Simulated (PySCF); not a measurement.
# One shape, several levels: O3 (ozone)

Wanted: a comparison of 6 runs (B3LYP/6-31G*, BLYP/def2-TZVPP, CAM-B3LYP/def2-TZVPP, PBE/def2-TZVPP, PBE0/def2-TZVPP, wB97X/def2-TZVPP) of O3 (ozone). 

The results are computed with PySCF 2.14.0.

3 further runs of the same task are left out: 3 set aside as unsound or not needed. Runs told in other sessions of the task aren't counted.

## Step 1: The molecule

O3: 3 atoms, total charge 0, spin state singlet. SMILES: `O=[O+][O-]`. Geometry: relaxed at PBE0-D4/def2-TZVP.

Bond lengths: O1–O2 1.238 Å, O2–O3 1.238 Å. Angles: O1–O2–O3 118.4°.

## Step 2: The energy at B3LYP/6-31G(d) (spherical functions) (run 1)

mol.xyz reads:

```xyz
3
O3
O      0.848700    -0.535900     0.409500
O     -0.228900    -0.317600    -0.159400
O     -0.619800     0.853500    -0.250100
```

calc.py reads:

```python
# O=[O+][O-]
from pyscf import gto, dft

mol = gto.M(
    atom='mol.xyz',
    max_memory=1860,
    charge=0,
    spin=0,
    verbose=3,
    basis='6-31g*',
)

mf = dft.RKS(mol)
mf.xc = 'b3lyp'
mf.grids.level = 5
mf.conv_tol = 1e-10
mf.kernel()
if not mf.converged:
    mf = mf.newton().run(mf.mo_coeff, mf.mo_occ)

e_tot = mf.e_tot
print(f'total energy: {e_tot:.8f} hartree')
```

The run is started by

```console
OMP_NUM_THREADS=1 python calc.py
```

Log:

```text
converged SCF energy = -225.399588721397
total energy: -225.39958872 hartree
```

Run time: 4.2 s. Hardware: 1 thread of Arm Neoverse V1, shared host; peak memory 0.25 GiB.

## Step 3: The energy at BLYP/def2-TZVPP (run 2)

calc.py reads:

```python
# O=[O+][O-]
from pyscf import gto, dft

mol = gto.M(
    atom=[
    ('O', (0.848700, -0.535900, 0.409500)),
    ('O', (-0.228900, -0.317600, -0.159400)),
    ('O', (-0.619800, 0.853500, -0.250100)),
],
    basis='def2-tzvpp',
    verbose=3,
    max_memory=1860,
)

mf = dft.RKS(mol)
mf.xc = 'blyp'
mf.grids.level = 5
mf.conv_tol = 1e-10
mf.kernel()
if not mf.converged:
    mf = mf.newton().run(mf.mo_coeff, mf.mo_occ)

e_final = mf.e_tot
print('Final energy', e_final)
```

The run is started by

```console
OMP_NUM_THREADS=1 python calc.py
```

Log:

```text
converged SCF energy = -225.522208096741
Final energy -225.52220809674137
```

It took 8.1 s on 1 thread of Arm Neoverse V1, shared host; peak memory 0.44 GiB.

Runs 3 to 5 aren't shown in full; the table further down has their settings and results.

## Step 4: A single-point energy at wB97X/def2-TZVPP (run 6)

input.py reads:

```python
from pyscf import gto, dft

mol = gto.M(
    atom=[
    ('O', (0.848700, -0.535900, 0.409500)),
    ('O', (-0.228900, -0.317600, -0.159400)),
    ('O', (-0.619800, 0.853500, -0.250100)),
],
    verbose=4,
    max_memory=1860,
    basis='def2-tzvpp',
    spin=0,
)

mf = dft.RKS(mol, xc='wb97x')
mf.grids.level = 5
mf.conv_tol = 1e-10
mf.kernel()
if not mf.converged:
    mf = mf.newton().run(mf.mo_coeff, mf.mo_occ)

e_tot = mf.e_tot
print(f'total energy: {e_tot:.8f} hartree')
```

The run is started by

```console
OMP_NUM_THREADS=1 python input.py
```

Log:

```text
PySCF version 2.14.0

[INPUT] num. atoms = 3
[INPUT] num. electrons = 24
[INPUT] charge = 0
[INPUT] spin (= nelec alpha-beta = 2S) = 0
[INPUT] symmetry False subgroup None
[INPUT] Mole.unit = angstrom
[INPUT] Symbol           X                Y                Z      unit          X                Y                Z       unit  Magmom
[INPUT]  1 O      0.848700000000  -0.535900000000   0.409500000000 AA    1.603810561918  -1.012704230154   0.773842848009 Bohr   0.0
[INPUT]  2 O     -0.228900000000  -0.317600000000  -0.159400000000 AA   -0.432558309913  -0.600177017162  -0.301222344256 Bohr   0.0
[INPUT]  3 O     -0.619800000000   0.853500000000  -0.250100000000 AA   -1.171252252005   1.612881247316  -0.472620503754 Bohr   0.0

nuclear repulsion = 70.6416483617444
number of shells = 33
number of NR pGTOs = 138
number of NR cGTOs = 93
basis = def2-tzvpp
ecp = {}

******** <class 'pyscf.dft.rks.RKS'> ********
method = RKS
initial guess = minao
damping factor = 0
level_shift factor = 0
DIIS = <class 'pyscf.scf.diis.CDIIS'>
diis_start_cycle = 1
diis_space = 8
diis_damp = 0
SCF conv_tol = 1e-10
SCF conv_tol_grad = None
SCF max_cycles = 50
direct_scf = True
direct_scf_tol = 1e-13
XC library pyscf.dft.libxc version 7.0.0
    S. Lehtola, C. Steigemann, M. J.T. Oliveira, and M. A.L. Marques.,  SoftwareX 7, 1–5 (2018)
XC functionals = wb97x
radial grids:
    Treutler-Ahlrichs [JCP 102, 346 (1995); DOI:10.1063/1.469408] (M4) radial grids

becke partition: Becke, JCP 88, 2547 (1988); DOI:10.1063/1.454033
pruning grids: <function nwchem_prune>
grids dens level: 5
symmetrized grids: False
atomic radii adjust function: <function treutler_atomic_radii_adjust>
small_rho_cutoff = 0
Set gradient conv threshold to 1e-05
Initial guess from minao.
tot grids = 128936
init E= -225.946664746206
  HOMO = -0.338930043733628  LUMO = -0.203944938507547  gap/eV = 3.67313
cycle= 1 E= -225.289573161834  delta_E= 0.657  |g|= 0.982  |ddm|= 1.73
  HOMO = -0.42264777201881  LUMO = -0.152418598322136  gap/eV = 7.35331
cycle= 2 E= -225.130772109874  delta_E= 0.159  |g|=  1.5  |ddm|= 0.916
  HOMO = -0.455442847960722  LUMO = -0.104118536396264  gap/eV = 9.56002
cycle= 3 E= -225.449468038335  delta_E= -0.319  |g|= 0.0619  |ddm|= 0.518
  HOMO = -0.44763415667188  LUMO = -0.0895946222177244  gap/eV = 9.74275
cycle= 4 E= -225.450019974619  delta_E= -0.000552  |g|= 0.0195  |ddm|= 0.045
  HOMO = -0.45060137025888  LUMO = -0.0909771148841045  gap/eV = 9.78587
cycle= 5 E= -225.450087275093  delta_E= -6.73e-05  |g|= 0.00388  |ddm|= 0.0162
  HOMO = -0.449752193491428  LUMO = -0.0900638020238063  gap/eV = 9.78762
cycle= 6 E= -225.450091941898  delta_E= -4.67e-06  |g|= 0.00116  |ddm|= 0.00566
  HOMO = -0.449988018184231  LUMO = -0.0903420279202365  gap/eV = 9.78647
cycle= 7 E= -225.450092487018  delta_E= -5.45e-07  |g|= 0.000358  |ddm|= 0.00237
  HOMO = -0.449985069513778  LUMO = -0.0903324490108588  gap/eV = 9.78665
cycle= 8 E= -225.450092489834  delta_E= -2.82e-09  |g|= 0.000413  |ddm|= 0.000466
  HOMO = -0.449982034118913  LUMO = -0.0903256858672705  gap/eV = 9.78675
cycle= 9 E= -225.450092520177  delta_E= -3.03e-08  |g|= 2.73e-05  |ddm|= 0.000233
  HOMO = -0.44998208127107  LUMO = -0.0903243080388094  gap/eV = 9.78679
cycle= 10 E= -225.45009252039  delta_E= -2.13e-10  |g|= 3.27e-06  |ddm|= 3.76e-05
  HOMO = -0.449981760980637  LUMO = -0.0903242229357559  gap/eV = 9.78678
cycle= 11 E= -225.450092520395  delta_E= -5.23e-12  |g|= 1.32e-06  |ddm|= 8.38e-06
  HOMO = -0.449981700112353  LUMO = -0.0903241001699442  gap/eV = 9.78678
Extra cycle  E= -225.450092520398  delta_E= -2.44e-12  |g|= 1.34e-06  |ddm|= 1.77e-06
converged SCF energy = -225.450092520398
total energy: -225.45009252 hartree
```

Run time: 14 s. Hardware: 1 thread of Arm Neoverse V1, shared host; peak memory 0.45 GiB.

## Step 5: Overview of the runs

```
run                               level  energy (Eh)  dipole moment (D)  HOMO energy (eV)  LUMO energy (eV)  wall time
  1  B3LYP/6-31G* (spherical functions)  -225.399589               0.63             -8.97             -4.73      4.2 s
  2                     BLYP/def2-TZVPP  -225.522208               0.65             -7.67             -5.72      8.1 s
  3                CAM-B3LYP/def2-TZVPP  -225.438712               0.72            -11.29             -3.67       14 s
  4                      PBE/def2-TZVPP  -225.321243               0.65             -7.68             -5.75      8.1 s
  5                     PBE0/def2-TZVPP  -225.278624               0.70             -9.66             -4.81      9.3 s
  6                    wB97X/def2-TZVPP  -225.450093               0.74            -12.24             -2.46       14 s
```

## Step 6: What came out

| quantity | value |
| --- | --- |
| run 6: total energy | -225.45009 Eh |
| run 6: dipole moment | 0.74 D |
| run 6: HOMO energy | -12.24 eV |
| run 6: LUMO energy | -2.46 eV |
| run 6: HOMO–LUMO gap | 9.79 eV |

The dipole moment (its size) runs from 0.63 D (B3LYP/6-31G*) to 0.74 D (wB97X/def2-TZVPP). The two ends differ in method and basis. The HOMO–LUMO gap runs from 1.93 eV (PBE/def2-TZVPP) to 9.79 eV (wB97X/def2-TZVPP). Totals of different functionals can't be ranked against each other. All runs together took 58 s, the longest 14 s.
